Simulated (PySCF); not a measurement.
Potential energy curve for CHN, SMILES C#N. The C1–H3 bond (C1 also carries N; H3 carries nothing else) is pulled apart rigidly from the PBE0/def2-TZVP optimised geometry.

Levels of theory: UCCSD = CCSD on UHF/cc-pVTZ, 2 core orbitals frozen run with PySCF 2.14.0; RKS-LDA (SVWN5) = restricted LDA (SVWN5)/cc-pVTZ (PySCF); RHF/LANL2DZ = restricted Hartree-Fock/LANL2DZ in PySCF 2.14.0.

Energies are in eV, each relative to the lowest point of its own curve near equilibrium.

```json
[
 {"R / Å": "0.79", "UCCSD": "2.660", "RKS-LDA (SVWN5)": "2.792", "RHF/LANL2DZ": "2.692"},
 {"R / Å": "0.85", "UCCSD": "1.417", "RKS-LDA (SVWN5)": "1.525", "RHF/LANL2DZ": "1.403"},
 {"R / Å": "0.92", "UCCSD": "0.553", "RKS-LDA (SVWN5)": "0.629", "RHF/LANL2DZ": "0.518"},
 {"R / Å": "0.97", "UCCSD": "0.213", "RKS-LDA (SVWN5)": "0.265", "RHF/LANL2DZ": "0.180"},
 {"R / Å": "1.01", "UCCSD": "0.065", "RKS-LDA (SVWN5)": "0.096", "RHF/LANL2DZ": "0.042"},
 {"R / Å": "1.03", "UCCSD": "0.025", "RKS-LDA (SVWN5)": "…", "RHF/LANL2DZ": "0.008"},
 {"R / Å": "1.07", "UCCSD": "0.000", "RKS-LDA (SVWN5)": "0.000", "RHF/LANL2DZ": "0.000"},
 {"R / Å": "1.10", "UCCSD": "0.023", "RKS-LDA (SVWN5)": "0.007", "RHF/LANL2DZ": "0.038"},
 {"R / Å": "1.14", "UCCSD": "0.097", "RKS-LDA (SVWN5)": "0.061", "RHF/LANL2DZ": "…"},
 {"R / Å": "1.19", "UCCSD": "0.247", "RKS-LDA (SVWN5)": "0.186", "RHF/LANL2DZ": "0.319"},
 {"R / Å": "1.24", "UCCSD": "0.444", "RKS-LDA (SVWN5)": "…", "RHF/LANL2DZ": "0.552"},
 {"R / Å": "1.33", "UCCSD": "0.876", "RKS-LDA (SVWN5)": "0.749", "RHF/LANL2DZ": "1.053"},
 {"R / Å": "1.44", "UCCSD": "1.476", "RKS-LDA (SVWN5)": "1.303", "RHF/LANL2DZ": "1.743"},
 {"R / Å": "1.59", "UCCSD": "2.319", "RKS-LDA (SVWN5)": "2.093", "RHF/LANL2DZ": "2.717"},
 {"R / Å": "1.74", "UCCSD": "3.171", "RKS-LDA (SVWN5)": "2.852", "RHF/LANL2DZ": "3.661"},
 {"R / Å": "1.91", "UCCSD": "4.024", "RKS-LDA (SVWN5)": "3.626", "RHF/LANL2DZ": "4.654"},
 {"R / Å": "2.12", "UCCSD": "4.833", "RKS-LDA (SVWN5)": "4.435", "RHF/LANL2DZ": "5.746"},
 {"R / Å": "2.34", "UCCSD": "5.340", "RKS-LDA (SVWN5)": "5.113", "RHF/LANL2DZ": "6.729"},
 {"R / Å": "2.59", "UCCSD": "5.590", "RKS-LDA (SVWN5)": "5.705", "RHF/LANL2DZ": "7.662"},
 {"R / Å": "2.88", "UCCSD": "5.689", "RKS-LDA (SVWN5)": "6.203", "RHF/LANL2DZ": "…"},
 {"R / Å": "3.22", "UCCSD": "5.725", "RKS-LDA (SVWN5)": "…", "RHF/LANL2DZ": "…"},
 {"R / Å": "3.77", "UCCSD": "5.739", "RKS-LDA (SVWN5)": "6.964", "RHF/LANL2DZ": "10.172"}
]
```

Question: What belongs in the gaps?

Answer: 
- 1.03, RKS-LDA (SVWN5): 0.046
- 1.14, RHF/LANL2DZ: 0.136
- 1.24, RKS-LDA (SVWN5): 0.358
- 2.88, RHF/LANL2DZ: 8.532
- 3.22, RKS-LDA (SVWN5): 6.600
- 3.22, RHF/LANL2DZ: 9.314

The unrestricted determinant behind UCCSD is spin-contaminated at 1.74 to 3.77 Å (<S²> up to 1.3, against 0.00 for a pure singlet). At the longest distance RKS-LDA (SVWN5) leaves fractional charges on the fragments, a sign of delocalisation error or of the restricted form. The restricted form behind RKS-LDA (SVWN5), RHF/LANL2DZ keeps the bonding electrons paired and can't separate into open-shell fragments.
